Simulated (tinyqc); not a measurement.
Worked calculation (part 1 of 2): RKS/PBE0 in the sto-3g basis, for HF, spin multiplicity 1. Computed by tinyqc, a small Python program that keeps every step (integrals from PySCF). Settings: charge = 0, multiplicity = 1, basis = sto-3g, energy threshold = 1e-10, iteration cap = 65, orthogonalisation = symmetric, start = Wolfsberg-Helmholz matrix, DIIS depth = 6, method = RKS, functional = pbe0, grid = [15, 50]. Command: `OMP_NUM_THREADS=1 python tinyqc.py 25423 25424 out.jsonl` (the two numbers bound the seeds that draw the settings). One thread of a shared host (Intel(R) Xeon(R) Processor @ 2.60GHz), about 0.6 s of CPU time with the checks. Later iterations appear only in the table of the cycle.

## One-electron integrals

Geometry (angstrom):
```
atom         x         y         z
F     0.000000  0.000000  0.000000
H     0.000000  0.000000  1.630000
```

Basis sto-3g: exponents (1/bohr^2) and contraction coefficients of normalised primitives:
```
element  l (shell)    exponent  coefficient
F            s (1)  166.679130     0.154329
F            s (1)   30.360812     0.535328
F            s (1)    8.216821     0.444635
F            s (2)    6.464803    -0.099967
F            s (2)    1.502281     0.399513
F            s (2)    0.488588     0.700115
F            p (3)    6.464803     0.155916
F            p (3)    1.502281     0.607684
F            p (3)    0.488588     0.391957
H            s (1)    3.425251     0.154329
H            s (1)    0.623914     0.535328
H            s (1)    0.168855     0.444635
```

Overlap, kinetic and nuclear-attraction integrals over the contracted functions; the nuclear repulsion is the sum of Za Zb / Rab.

nuclear repulsion = 2.92183736 hartree

overlap S, order 1F 1s, 1F 2s, 1F 2px, 1F 2py, 1F 2pz, 2H 1s:
$$\begin{pmatrix}
1.000000 & 0.237990 & 0.000000 & 0.000000 & 0.000000 & 0.009606 \\
0.237990 & 1.000000 & 0.000000 & 0.000000 & 0.000000 & 0.126619 \\
0.000000 & 0.000000 & 1.000000 & 0.000000 & 0.000000 & 0.000000 \\
0.000000 & 0.000000 & 0.000000 & 1.000000 & 0.000000 & 0.000000 \\
0.000000 & 0.000000 & 0.000000 & 0.000000 & 1.000000 & 0.120888 \\
0.009606 & 0.126619 & 0.000000 & 0.000000 & 0.120888 & 1.000000
\end{pmatrix}$$

kinetic energy T (hartree), order 1F 1s, 1F 2s, 1F 2px, 1F 2py, 1F 2pz, 2H 1s:
$$\begin{pmatrix}
36.984577 & -0.212858 & 0.000000 & 0.000000 & 0.000000 & -0.002619 \\
-0.212858 & 1.037995 & 0.000000 & 0.000000 & 0.000000 & -0.018696 \\
0.000000 & 0.000000 & 3.248015 & 0.000000 & 0.000000 & 0.000000 \\
0.000000 & 0.000000 & 0.000000 & 3.248015 & 0.000000 & 0.000000 \\
0.000000 & 0.000000 & 0.000000 & 0.000000 & 3.248015 & 0.003293 \\
-0.002619 & -0.018696 & 0.000000 & 0.000000 & 0.003293 & 0.760032
\end{pmatrix}$$

nuclear attraction V (hartree), order 1F 1s, 1F 2s, 1F 2px, 1F 2py, 1F 2pz, 2H 1s:
$$\begin{pmatrix}
-77.334228 & -9.254072 & 0.000000 & 0.000000 & -0.004765 & -0.382841 \\
-9.254072 & -11.865842 & 0.000000 & 0.000000 & -0.059620 & -0.993827 \\
0.000000 & 0.000000 & -11.765539 & 0.000000 & 0.000000 & 0.000000 \\
0.000000 & 0.000000 & 0.000000 & -11.765539 & 0.000000 & 0.000000 \\
-0.004765 & -0.059620 & 0.000000 & 0.000000 & -11.789263 & -0.780864 \\
-0.382841 & -0.993827 & 0.000000 & 0.000000 & -0.780864 & -4.141781
\end{pmatrix}$$

core Hamiltonian H = T + V (hartree), order 1F 1s, 1F 2s, 1F 2px, 1F 2py, 1F 2pz, 2H 1s:
$$\begin{pmatrix}
-40.349652 & -9.466929 & 0.000000 & 0.000000 & -0.004765 & -0.385460 \\
-9.466929 & -10.827847 & 0.000000 & 0.000000 & -0.059620 & -1.012523 \\
0.000000 & 0.000000 & -8.517524 & 0.000000 & 0.000000 & 0.000000 \\
0.000000 & 0.000000 & 0.000000 & -8.517524 & 0.000000 & 0.000000 \\
-0.004765 & -0.059620 & 0.000000 & 0.000000 & -8.541248 & -0.777571 \\
-0.385460 & -1.012523 & 0.000000 & 0.000000 & -0.777571 & -3.381749
\end{pmatrix}$$

## Two-electron integrals

Functions are numbered as in S; the eight-fold symmetry (ij|kl) = (ji|kl) = (kl|ij) leaves the list below.

Two-electron integrals (ij|kl) in chemists' order, unique and non-zero (hartree):
```
(11|11) 5.403501   (21|11) 0.841920   (21|21) 0.156299   (22|11) 1.268028
(22|21) 0.292344   (22|22) 0.926167   (31|31) 0.027998   (32|31) 0.043169
(32|32) 0.204588   (33|11) 1.264502   (33|21) 0.292403   (33|22) 0.925959
(33|33) 0.997514   (41|41) 0.027998   (42|41) 0.043169   (42|42) 0.204588
(43|43) 0.053770   (44|11) 1.264502   (44|21) 0.292403   (44|22) 0.925959
(44|33) 0.889973   (44|44) 0.997514   (51|51) 0.027998   (52|51) 0.043169
(52|52) 0.204588   (53|53) 0.053770   (54|54) 0.053770   (55|11) 1.264502
(55|21) 0.292403   (55|22) 0.925959   (55|33) 0.889973   (55|44) 0.889973
(55|55) 0.997514   (61|11) 0.034408   (61|21) 0.006337   (61|22) 0.011791
(61|33) 0.011778   (61|44) 0.011778   (61|51) 0.000235   (61|52) 0.000446
(61|55) 0.011820   (61|61) 0.000259   (62|11) 0.102855   (62|21) 0.024100
(62|22) 0.087360   (62|33) 0.086129   (62|44) 0.086129   (62|51) 0.001584
(62|52) 0.013455   (62|55) 0.089733   (62|61) 0.000990   (62|62) 0.010998
(63|31) 0.002329   (63|32) 0.014605   (63|53) 0.002731   (63|63) 0.001535
(64|41) 0.002329   (64|42) 0.014605   (64|54) 0.002731   (64|64) 0.001535
(65|11) 0.077843   (65|21) 0.018454   (65|22) 0.071824   (65|33) 0.069082
(65|44) 0.069082   (65|51) 0.003296   (65|52) 0.024265   (65|55) 0.077229
(65|61) 0.000781   (65|62) 0.011162   (65|65) 0.012783   (66|11) 0.323881
(66|21) 0.077065   (66|22) 0.322748   (66|33) 0.315677   (66|44) 0.315677
(66|51) 0.004666   (66|52) 0.057254   (66|55) 0.336787   (66|61) 0.003165
(66|62) 0.057173   (66|65) 0.068799   (66|66) 0.774606
```

## Orthogonalisation

S = U s U^T; symmetric (Loewdin) form X = U s^(-1/2) U^T, so that X^T S X = 1.

eigenvalues of S: [0.727830, 0.891463, 1.000000, 1.000000, 1.099719, 1.280989]

X, order 1F 1s, 1F 2s, 1F 2px, 1F 2py, 1F 2pz, 2H 1s:
$$\begin{pmatrix}
1.022276 & -0.124223 & 0.000000 & 0.000000 & -0.000757 & 0.006984 \\
-0.124223 & 1.028658 & 0.000000 & 0.000000 & 0.006036 & -0.066055 \\
0.000000 & 0.000000 & 1.000000 & 0.000000 & 0.000000 & 0.000000 \\
0.000000 & 0.000000 & 0.000000 & 1.000000 & 0.000000 & 0.000000 \\
-0.000757 & 0.006036 & 0.000000 & 0.000000 & 1.005607 & -0.061643 \\
0.006984 & -0.066055 & 0.000000 & 0.000000 & -0.061643 & 1.011869
\end{pmatrix}$$

## Starting guess

The start is the generalised Wolfsberg-Helmholz matrix (K = 1.75) built on H; D = 2 C_occ C_occ^T.

D at the start, order 1F 1s, 1F 2s, 1F 2px, 1F 2py, 1F 2pz, 2H 1s:
$$\begin{pmatrix}
2.116406 & -0.489681 & 0.000000 & 0.000000 & 0.010392 & -0.052667 \\
-0.489681 & 2.062954 & 0.000000 & 0.000000 & -0.037851 & 0.164252 \\
0.000000 & 0.000000 & 2.000000 & 0.000000 & 0.000000 & 0.000000 \\
0.000000 & 0.000000 & 0.000000 & 2.000000 & 0.000000 & 0.000000 \\
0.010392 & -0.037851 & 0.000000 & 0.000000 & 1.976348 & 0.082401 \\
-0.052667 & 0.164252 & 0.000000 & 0.000000 & 0.082401 & 0.016865
\end{pmatrix}$$

## Iteration 1: exchange-correlation on the grid

Becke grid with 15 radial and 50 angular points per atom, points of zero weight dropped. rho = sum D_ij phi_i phi_j; V_xc,ij = sum w v_xc phi_i phi_j plus the gradient terms; v_xc is d(rho eps)/d rho at fixed gradient. Exact exchange is left to K.

The 16 grid points with the largest w rho, of 1493 (bohr, atomic units):
```
x                  y          z         w       rho  |grad rho|^2     eps_xc       v_xc
-0.636396   0.000000  -0.636396  0.082946  0.771046      4.334034  -0.578211  -0.740127
0.636396    0.000000  -0.636396  0.082946  0.771046      4.334034  -0.578211  -0.740127
0.000000   -0.636396  -0.636396  0.082946  0.771046      4.334034  -0.578211  -0.740127
0.000000    0.636396  -0.636396  0.082946  0.771046      4.334034  -0.578211  -0.740127
-0.636396   0.636396   0.000000  0.082944  0.766834      4.276818  -0.577235  -0.738863
-0.636396  -0.636396   0.000000  0.082944  0.766834      4.276818  -0.577235  -0.738863
0.636396   -0.636396   0.000000  0.082944  0.766834      4.276818  -0.577235  -0.738863
0.636396    0.636396   0.000000  0.082944  0.766834      4.276818  -0.577235  -0.738863
-0.636396   0.000000   0.636396  0.082692  0.758615      4.146841  -0.575287  -0.736492
0.000000    0.636396   0.636396  0.082692  0.758615      4.146841  -0.575287  -0.736492
0.636396    0.000000   0.636396  0.082692  0.758615      4.146841  -0.575287  -0.736492
0.000000   -0.636396   0.636396  0.082692  0.758615      4.146841  -0.575287  -0.736492
-0.519615  -0.519615  -0.519615  0.077504  0.770688      4.328668  -0.578128  -0.740023
0.519615   -0.519615  -0.519615  0.077504  0.770688      4.328668  -0.578128  -0.740023
0.519615    0.519615  -0.519615  0.077504  0.770688      4.328668  -0.578128  -0.740023
-0.519615   0.519615  -0.519615  0.077504  0.770688      4.328668  -0.578128  -0.740023
```

electrons on the grid, sum of w rho = 10.007442

E_xc = sum of w rho eps_xc = -8.55957465 hartree

V_xc (hartree), order 1F 1s, 1F 2s, 1F 2px, 1F 2py, 1F 2pz, 2H 1s:
$$\begin{pmatrix}
-2.633289 & -0.368377 & 0.000000 & 0.000000 & 0.000149 & -0.015178 \\
-0.368377 & -0.724298 & 0.000000 & 0.000000 & 0.001039 & -0.057014 \\
0.000000 & 0.000000 & -0.719523 & 0.000000 & 0.000000 & 0.000000 \\
0.000000 & 0.000000 & 0.000000 & -0.719523 & 0.000000 & 0.000000 \\
0.000149 & 0.001039 & 0.000000 & 0.000000 & -0.719313 & -0.041741 \\
-0.015178 & -0.057014 & 0.000000 & 0.000000 & -0.041741 & -0.131666
\end{pmatrix}$$

## Iteration 1: building the Kohn-Sham matrix

J_ij = sum D_kl (ij|kl), K_ij = sum D_kl (ik|jl); F = H + J - 0.125 K + V_xc; E = tr D H + tr D J / 2 - 0.0625 tr D K + E_xc + E_nn.

Coulomb J (hartree), order 1F 1s, 1F 2s, 1F 2px, 1F 2py, 1F 2pz, 2H 1s:
$$\begin{pmatrix}
20.832902 & 3.990956 & 0.000000 & 0.000000 & -0.001569 & 0.161865 \\
3.990956 & 9.886581 & 0.000000 & 0.000000 & -0.005253 & 0.901487 \\
0.000000 & 0.000000 & 9.877673 & 0.000000 & 0.000000 & 0.000000 \\
0.000000 & 0.000000 & 0.000000 & 9.877673 & 0.000000 & 0.000000 \\
-0.001569 & -0.005253 & 0.000000 & 0.000000 & 9.878008 & 0.728884 \\
0.161865 & 0.901487 & 0.000000 & 0.000000 & 0.728884 & 3.242735
\end{pmatrix}$$

exchange K (hartree), order 1F 1s, 1F 2s, 1F 2px, 1F 2py, 1F 2pz, 2H 1s:
$$\begin{pmatrix}
11.099717 & 1.945789 & 0.000000 & 0.000000 & 0.000980 & 0.081205 \\
1.945789 & 3.206371 & 0.000000 & 0.000000 & -0.016772 & 0.336709 \\
0.000000 & 0.000000 & 2.652896 & 0.000000 & 0.000000 & 0.000000 \\
0.000000 & 0.000000 & 0.000000 & 2.652896 & 0.000000 & 0.000000 \\
0.000980 & -0.016772 & 0.000000 & 0.000000 & 2.646114 & 0.227573 \\
0.081205 & 0.336709 & 0.000000 & 0.000000 & 0.227573 & 0.095692
\end{pmatrix}$$

Kohn-Sham matrix F (hartree), order 1F 1s, 1F 2s, 1F 2px, 1F 2py, 1F 2pz, 2H 1s:
$$\begin{pmatrix}
-23.537503 & -6.087574 & 0.000000 & 0.000000 & -0.006308 & -0.248923 \\
-6.087574 & -2.066360 & 0.000000 & 0.000000 & -0.061738 & -0.210139 \\
0.000000 & 0.000000 & 0.309014 & 0.000000 & 0.000000 & 0.000000 \\
0.000000 & 0.000000 & 0.000000 & 0.309014 & 0.000000 & 0.000000 \\
-0.006308 & -0.061738 & 0.000000 & 0.000000 & 0.286682 & -0.118874 \\
-0.248923 & -0.210139 & 0.000000 & 0.000000 & -0.118874 & -0.282642
\end{pmatrix}$$

total energy of this density = -98.25203934 hartree

## Iteration 1: diagonalisation and new density

Diagonalise F' = X^T F X, C = X C', fill 5 alpha and 5 beta electrons from the bottom; D = 2 C_occ C_occ^T. Each column has its largest component positive (the first on a tie).

F' = X^T F X (hartree):
$$\begin{pmatrix}
-23.086785 & -3.228424 & 0.000000 & 0.000000 & -0.004013 & -0.001558 \\
-3.228424 & -0.971345 & 0.000000 & 0.000000 & -0.048796 & -0.099634 \\
0.000000 & 0.000000 & 0.309014 & 0.000000 & 0.000000 & 0.000000 \\
0.000000 & 0.000000 & 0.000000 & 0.309014 & 0.000000 & 0.000000 \\
-0.004013 & -0.048796 & 0.000000 & 0.000000 & 0.302930 & -0.118927 \\
-0.001558 & -0.099634 & 0.000000 & 0.000000 & -0.118927 & -0.253944
\end{pmatrix}$$

orbital energies (hartree): MO1 -23.548451, MO2 -0.551617, MO3 -0.237236, MO4 0.309014, MO5 0.309014, MO6 0.328160

coefficients C, order 1F 1s, 1F 2s, 1F 2px, 1F 2py, 1F 2pz, 2H 1s:
$$\begin{pmatrix}
0.994400 & -0.247403 & 0.102211 & 0.000000 & 0.000000 & 0.006410 \\
0.022603 & 0.943030 & -0.433490 & 0.000000 & 0.000000 & -0.015398 \\
0.000000 & 0.000000 & 0.000000 & 0.996937 & -0.078208 & 0.000000 \\
0.000000 & 0.000000 & 0.000000 & 0.078208 & 0.996937 & 0.000000 \\
0.000526 & 0.085291 & 0.112202 & 0.000000 & 0.000000 & 0.997606 \\
-0.001783 & 0.284336 & 0.941323 & 0.000000 & 0.000000 & -0.255248
\end{pmatrix}$$

D after iteration 1, order 1F 1s, 1F 2s, 1F 2px, 1F 2py, 1F 2pz, 2H 1s:
$$\begin{pmatrix}
2.120975 & -0.510280 & 0.000000 & 0.000000 & -0.018220 & 0.048190 \\
-0.510280 & 2.155461 & 0.000000 & 0.000000 & 0.063611 & -0.279915 \\
0.000000 & 0.000000 & 2.000000 & 0.000000 & 0.000000 & 0.000000 \\
0.000000 & 0.000000 & 0.000000 & 2.000000 & 0.000000 & 0.000000 \\
-0.018220 & 0.063611 & 0.000000 & 0.000000 & 0.039729 & 0.259738 \\
0.048190 & -0.279915 & 0.000000 & 0.000000 & 0.259738 & 1.933879
\end{pmatrix}$$

Within a degenerate level the vectors are fixed only up to a rotation; this is one choice.

## Iteration 2: exchange-correlation on the grid

As before.

The 16 grid points with the largest w rho, of 1493 (bohr, atomic units):
```
x                  y          z         w       rho  |grad rho|^2     eps_xc       v_xc
-0.636396   0.636396   0.000000  0.082944  0.771948      4.356054  -0.578435  -0.740345
-0.636396  -0.636396   0.000000  0.082944  0.771948      4.356054  -0.578435  -0.740345
0.636396   -0.636396   0.000000  0.082944  0.771948      4.356054  -0.578435  -0.740345
0.636396    0.636396   0.000000  0.082944  0.771948      4.356054  -0.578435  -0.740345
0.271360    0.814081   0.271360  0.074104  0.728738      4.003447  -0.568641  -0.725817
-0.271360   0.814081   0.271360  0.074104  0.728738      4.003447  -0.568641  -0.725817
-0.814081   0.271360   0.271360  0.074104  0.728738      4.003447  -0.568641  -0.725817
0.814081    0.271360   0.271360  0.074104  0.728738      4.003447  -0.568641  -0.725817
-0.814081  -0.271360   0.271360  0.074104  0.728738      4.003447  -0.568641  -0.725817
0.814081   -0.271360   0.271360  0.074104  0.728738      4.003447  -0.568641  -0.725817
0.271360   -0.814081   0.271360  0.074104  0.728738      4.003447  -0.568641  -0.725817
-0.271360  -0.814081   0.271360  0.074104  0.728738      4.003447  -0.568641  -0.725817
0.271360   -0.814081  -0.271360  0.074122  0.714502      3.892237  -0.565342  -0.720866
-0.271360  -0.814081  -0.271360  0.074122  0.714502      3.892237  -0.565342  -0.720866
-0.814081  -0.271360  -0.271360  0.074122  0.714502      3.892237  -0.565342  -0.720866
0.814081   -0.271360  -0.271360  0.074122  0.714502      3.892237  -0.565342  -0.720866
```

electrons on the grid, sum of w rho = 10.007597

E_xc = sum of w rho eps_xc = -7.90575680 hartree

V_xc (hartree), order 1F 1s, 1F 2s, 1F 2px, 1F 2py, 1F 2pz, 2H 1s:
$$\begin{pmatrix}
-2.624635 & -0.357563 & 0.000000 & 0.000000 & -0.000711 & -0.014737 \\
-0.357563 & -0.661736 & 0.000000 & 0.000000 & -0.008733 & -0.056385 \\
0.000000 & 0.000000 & -0.687622 & 0.000000 & 0.000000 & 0.000000 \\
0.000000 & 0.000000 & 0.000000 & -0.687622 & 0.000000 & 0.000000 \\
-0.000711 & -0.008733 & 0.000000 & 0.000000 & -0.594301 & -0.045469 \\
-0.014737 & -0.056385 & 0.000000 & 0.000000 & -0.045469 & -0.394946
\end{pmatrix}$$

## Iteration 2: building the Kohn-Sham matrix

As before.

Coulomb J (hartree), order 1F 1s, 1F 2s, 1F 2px, 1F 2py, 1F 2pz, 2H 1s:
$$\begin{pmatrix}
19.055412 & 3.583282 & 0.000000 & 0.000000 & 0.014343 & 0.145556 \\
3.583282 & 8.741737 & 0.000000 & 0.000000 & 0.140293 & 0.841898 \\
0.000000 & 0.000000 & 8.789048 & 0.000000 & 0.000000 & 0.000000 \\
0.000000 & 0.000000 & 0.000000 & 8.789048 & 0.000000 & 0.000000 \\
0.014343 & 0.140293 & 0.000000 & 0.000000 & 8.621282 & 0.716961 \\
0.145556 & 0.841898 & 0.000000 & 0.000000 & 0.716961 & 4.089199
\end{pmatrix}$$

exchange K (hartree), order 1F 1s, 1F 2s, 1F 2px, 1F 2py, 1F 2pz, 2H 1s:
$$\begin{pmatrix}
11.051851 & 1.861069 & 0.000000 & 0.000000 & 0.001706 & 0.079814 \\
1.861069 & 2.837623 & 0.000000 & 0.000000 & 0.094092 & 0.286568 \\
0.000000 & 0.000000 & 2.557446 & 0.000000 & 0.000000 & 0.000000 \\
0.000000 & 0.000000 & 0.000000 & 2.557446 & 0.000000 & 0.000000 \\
0.001706 & 0.094092 & 0.000000 & 0.000000 & 0.762591 & 0.254390 \\
0.079814 & 0.286568 & 0.000000 & 0.000000 & 0.254390 & 1.533315
\end{pmatrix}$$

Kohn-Sham matrix F (hartree), order 1F 1s, 1F 2s, 1F 2px, 1F 2py, 1F 2pz, 2H 1s:
$$\begin{pmatrix}
-25.300356 & -6.473844 & 0.000000 & 0.000000 & 0.008653 & -0.264618 \\
-6.473844 & -3.102548 & 0.000000 & 0.000000 & 0.060178 & -0.262831 \\
0.000000 & 0.000000 & -0.735780 & 0.000000 & 0.000000 & 0.000000 \\
0.000000 & 0.000000 & 0.000000 & -0.735780 & 0.000000 & 0.000000 \\
0.008653 & 0.060178 & 0.000000 & 0.000000 & -0.609591 & -0.137878 \\
-0.264618 & -0.262831 & 0.000000 & 0.000000 & -0.137878 & 0.120840
\end{pmatrix}$$

total energy of this density = -98.15718692 hartree

## Iteration 2: DIIS over 2 matrices

error matrix X^T (FDS - SDF) X:
$$\begin{pmatrix}
0.000000 & 0.001028 & 0.000000 & 0.000000 & 0.001575 & -0.002522 \\
-0.001028 & 0.000000 & 0.000000 & 0.000000 & -0.243400 & 0.064937 \\
0.000000 & 0.000000 & 0.000000 & 0.000000 & 0.000000 & 0.000000 \\
0.000000 & 0.000000 & 0.000000 & 0.000000 & 0.000000 & 0.000000 \\
-0.001575 & 0.243400 & 0.000000 & 0.000000 & 0.000000 & -0.497542 \\
0.002522 & -0.064937 & 0.000000 & 0.000000 & 0.497542 & 0.000000
\end{pmatrix}$$

B (overlaps of the stored error matrices):
$$\begin{pmatrix}
2.7449098e-01 & -3.2361086e-01 \\
-3.2361086e-01 & 6.2203670e-01
\end{pmatrix}$$

Minimise |sum c_i e_i|^2 with sum c_i = 1: solve [B -1; -1 0][c; lambda] = [0; -1] with B_ij = tr e_i^T e_j, and take F = sum c_i F_i.

DIIS coefficients: [0.612565, 0.387435]

extrapolated F (hartree), order 1F 1s, 1F 2s, 1F 2px, 1F 2py, 1F 2pz, 2H 1s:
$$\begin{pmatrix}
-24.220493 & -6.237229 & 0.000000 & 0.000000 & -0.000511 & -0.255004 \\
-6.237229 & -2.467815 & 0.000000 & 0.000000 & -0.014503 & -0.230554 \\
0.000000 & 0.000000 & -0.095775 & 0.000000 & 0.000000 & 0.000000 \\
0.000000 & 0.000000 & 0.000000 & -0.095775 & 0.000000 & 0.000000 \\
-0.000511 & -0.014503 & 0.000000 & 0.000000 & -0.060565 & -0.126237 \\
-0.255004 & -0.230554 & 0.000000 & 0.000000 & -0.126237 & -0.126319
\end{pmatrix}$$

## Iteration 2: diagonalisation and new density

As before.

F' = X^T F X (hartree):
$$\begin{pmatrix}
-23.768772 & -3.250079 & 0.000000 & 0.000000 & -0.003693 & -0.002112 \\
-3.250079 & -1.364504 & 0.000000 & 0.000000 & -0.002710 & -0.108001 \\
0.000000 & 0.000000 & -0.095775 & 0.000000 & 0.000000 & 0.000000 \\
0.000000 & 0.000000 & 0.000000 & -0.095775 & 0.000000 & 0.000000 \\
-0.003693 & -0.002710 & 0.000000 & 0.000000 & -0.046150 & -0.117837 \\
-0.002112 & -0.108001 & 0.000000 & 0.000000 & -0.117837 & -0.092914
\end{pmatrix}$$

orbital energies (hartree): MO1 -24.230733, MO2 -0.916713, MO3 -0.180186, MO4 -0.095775, MO5 -0.095775, MO6 0.055292

coefficients C, order 1F 1s, 1F 2s, 1F 2px, 1F 2py, 1F 2pz, 2H 1s:
$$\begin{pmatrix}
0.994627 & -0.263680 & 0.034033 & 0.000000 & 0.000000 & -0.023684 \\
0.021723 & 1.018192 & -0.161702 & 0.000000 & 0.000000 & 0.120970 \\
0.000000 & 0.000000 & 0.000000 & 0.999712 & -0.023981 & 0.000000 \\
0.000000 & 0.000000 & 0.000000 & 0.023981 & 0.999712 & 0.000000 \\
0.000227 & 0.018274 & 0.611990 & 0.000000 & 0.000000 & 0.800136 \\
-0.001666 & 0.065698 & 0.723134 & 0.000000 & 0.000000 & -0.710527
\end{pmatrix}$$

D after iteration 2, order 1F 1s, 1F 2s, 1F 2px, 1F 2py, 1F 2pz, 2H 1s:
$$\begin{pmatrix}
2.119935 & -0.504747 & 0.000000 & 0.000000 & 0.032471 & 0.011261 \\
-0.504747 & 2.126668 & 0.000000 & 0.000000 & -0.160696 & -0.100149 \\
0.000000 & 0.000000 & 2.000000 & 0.000000 & 0.000000 & 0.000000 \\
0.000000 & 0.000000 & 0.000000 & 2.000000 & 0.000000 & 0.000000 \\
0.032471 & -0.160696 & 0.000000 & 0.000000 & 0.749731 & 0.887501 \\
0.011261 & -0.100149 & 0.000000 & 0.000000 & 0.887501 & 1.054484
\end{pmatrix}$$

Within a degenerate level the vectors are fixed only up to a rotation; this is one choice.
